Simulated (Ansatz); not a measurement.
I need a geometry optimisation of FHMg, SMILES [F][MgH]. Use Ansatz 0.2.0 through its Python package. Use: CAM-B3LYP, def2-SVP basis, multiplicity 1.

```xyz
3

F    -1.4689    0.8418   -0.7209
Mg    0.0387   -0.0387    0.0199
H     1.4193   -0.8680    0.6878
```

`fhmg.py`:
```python
import warnings

import ansatz as az
import numpy as np

BASIS_SET = "def2-SVP"
FUNCTIONAL = "cam_b3lyp"

warnings.simplefilter("ignore", az.DeckWarning)

geometry_ang = [
    ("F", (-1.4689, 0.8418, -0.7209)),
    ("Mg", (0.0387, -0.0387, 0.0199)),
    ("H", (1.4193, -0.868, 0.6878)),
]
geometry = az.Crystal.molecule()
for symbol, xyz in geometry_ang:
    geometry = geometry.atom(symbol, xyz)

model = (
    geometry.calculation()
    .basis(gaussian=BASIS_SET)
    .functional(FUNCTIONAL)
    .scf(lower_state_search="standard")
)
symbols = [site.symbol for site in geometry.cartesian_sites]
start = np.array([site.position_ang for site in geometry.cartesian_sites], dtype=float)
def progress(event):
    if event["event"] == "relax_step":
        row = event["data"]
        print(f"step {row['step']:3d}  E = {row['lagrangian_ev']:.6f} eV  max force {row['allowed_force_max_ev_ang']:.4f} eV/A")


summary = model.relax(force_tolerance=0.005).session().plan().execute(on_event=progress).report
end = np.array(summary["positions_ang"])

for key in ("converged", "free_energy_ev", "reference_energy_ev", "n_frozen", "n_occupied", "n_virtual"):
    print(f"{key:22s} {summary[key]}")

print("bond        before    after (A)")
for i, j in [(0, 1), (1, 2)]:
    d0, d1 = (np.linalg.norm(xyz[i] - xyz[j]) for xyz in (start, end))
    print(f"{symbols[i]}{i}-{symbols[j]}{j}".ljust(10), f"{d0:8.4f} {d1:8.4f}")

charges = summary["charge_distribution"]
dipole = np.array(charges["dipole_moment_e_ang"]) * 4.803205
print("dipole (D): {:.3f} {:.3f} {:.3f}, length {:.3f}".format(*dipole, np.linalg.norm(dipole)))
print("atom  Mulliken   Lowdin")
for symbol, m, l in zip(symbols, charges["mulliken_charges_e"], charges["lowdin_charges_e"]):
    print(f"{symbol:4s} {m:9.3f} {l:8.3f}")
with open("fhmg_opt.xyz", "w") as handle:
    handle.write(f"{len(symbols)}\nrelaxed FHMg\n")
    handle.writelines(f"{s:2s} {x:11.6f} {y:11.6f} {z:11.6f}\n" for s, (x, y, z) in zip(symbols, end))
```

```console
$ python fhmg.py
step   1  E = -8173.973022 eV  max force 1.8351 eV/A
step   2  E = -8174.133168 eV  max force 1.1428 eV/A
step   3  E = -8174.177714 eV  max force 0.2605 eV/A
step   4  E = -8174.180037 eV  max force 0.0181 eV/A
step   5  E = -8174.180062 eV  max force 0.0008 eV/A
converged              True
free_energy_ev         -8174.180171062726
reference_energy_ev    -8174.180171062726
n_frozen               0
n_occupied             [11, 11]
n_virtual              [26, 26]
bond        before    after (A)
F0-Mg1       1.8966   1.7537
Mg1-H2       1.7435   1.6752
dipole (D): 1.124 -0.659 0.551, length 1.414
atom  Mulliken   Lowdin
F       -0.481   -0.086
Mg       0.569    0.175
H       -0.088   -0.089
```

File `fhmg_opt.xyz` afterwards:
```text
3
relaxed FHMg
F    -1.374452    0.789424   -0.673218
Mg    0.017289   -0.033283    0.006141
H     1.346263   -0.821040    0.653877
```

Caveats:
- The settings weren't tested for convergence.
- The end point is the stationary point reached from this start; no frequency run checks that it is a minimum, and the basis set is modest.
- The Löwdin charges here are taken after orthogonalising the functions within each atom; they differ from plain Löwdin charges, and their signs can be unphysical.
- Wall time of the script: 2.5 s on 1 thread of Intel(R) Xeon(R) 6975P-C (Granite Rapids), with other jobs on the host, peak memory 0.18 GiB.

(Lines on the test bed's own set-up are left out of the output.)
